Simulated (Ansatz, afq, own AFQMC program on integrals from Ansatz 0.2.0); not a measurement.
## SiGeH2, triplet in cc-pVDZ, levels against CCSDT(Q)

```yaml
atoms:
  - { symbol: Si, position_ang: [0.0000, -0.1395, 1.6714] }
  - { symbol: Ge, position_ang: [0.0000, 0.0566, -0.6618] }
  - { symbol: H, position_ang: [0.0000, 1.2679, 2.2283] }
  - { symbol: H, position_ang: [0.0000, -1.4615, -1.1039] }
```

Connectivity, by distances: SiH–GeH.

Basis cc-pVDZ. Only valence electrons are correlated. Integrals, coupled cluster, full CI and functionals: Ansatz 0.2.0; the random walks run on the same integrals in our own AFQMC program. ph-AFQMC/CISD is guided by a CISD state made of CCSD amplitudes; releasing the constraint for a short imaginary time cuts its bias at the price of noise, slowly where states lie close. Free AFQMC starts from the CCSD state and is never constrained. Its projection time is finite, and what remains of the start isn't in its error. Uncertainties: one standard error, sampling alone. No spin–orbit coupling.

Determinant: UHF, the one that the program's search chose, which needn't be the lowest solution. The geometry is a point of a scan.

No full CI on the walks' own integrals is used here; CCSDT(Q) serves as the reference and is uncertain by about the last step of the cluster series.

Cautions: no relativity below Rb; no spin-orbit coupling; inner d shell frozen; lower spins were not checked; higher spins were not checked.

The T1 diagnostic is 0.0371 and the weight of the determinant in the CISD state is 0.837. The ⟨S²⟩ of the determinant is 2.040. The size of the correlated space is 10 electrons in 36 orbitals.

```tsv
level	correlation energy (eV)
MP2	-4.0536
CCSD	-5.1252
CCSD(T)	-5.3304
```

(1) Estimate where phaseless AFQMC with a CISD trial lies against CCSD(T) on the same integrals.

(1) 0.81 ± 0.38 mEh below CCSD(T).

Reference: CCSDT(Q), correlation energy -5.398 eV. The released energy is read at 2.40 1/Eh (meV from the phaseless value at times in 1/Eh: -4 ± 10 at 0.24, -10 ± 10 at 0.51, -24 ± 12 at 0.99, -44 ± 16 at 1.62, -34 ± 17 at 2.40).

| level | E − E(reference) (mEh) | share of correlation (%) |
| --- | --- | --- |
| CCSD(T) | 2.47 | 98.76 |
| CCSDT | 0.54 | 99.73 |
| ph-AFQMC/CISD | 1.66 ± 0.38 | 99.16 |
| released AFQMC | 0.40 ± 0.63 | 99.80 |
| free AFQMC | 0.87 ± 0.42 | 99.56 |

Free projections are given only where their last times agree within the noise and don't stop above the reference; a slow remainder of the start can still hide under it. A walk keeps the symmetry of its determinant, which the program's search chose and which needn't be the lowest solution, so a lower state of the same spin and another symmetry isn't excluded. Released energies are given only where the last usable release times agree within the noise; a slower fall can still hide under it.
